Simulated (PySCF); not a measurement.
# C: ionisation energy

C [He] 2s2 2p2 (3P) → C⁺ [He] 2s2 2p1 (2P), as a difference of total energies. Calculation: PySCF 2.14, in aug-cc-pVTZ-DK; the spin-free X2C one-electron Hamiltonian (Gaussian nucleus). Correlated levels: valence: 1s2 frozen. The calculations carry no spin-orbit coupling.

```tsv
method	ionisation energy (eV)	error (eV)
UHF	10.794	-0.468
LDA	11.686	+0.424
PBE	11.537	+0.275
PBE0	11.510	+0.248
r2SCAN	11.668	+0.406
LC-wPBE	11.674	+0.412
MN15	11.318	+0.056
B97-3	11.412	+0.150
BLYP	11.396	+0.134
MP2 (valence)	11.251	-0.011
SCS-MP2 (valence)	11.121	-0.141
```

Reference: 11.262 eV (measured; NIST levels, between the centres of gravity of the two terms).

Errors of the correlated levels include the incompleteness of this basis and the frozen core.
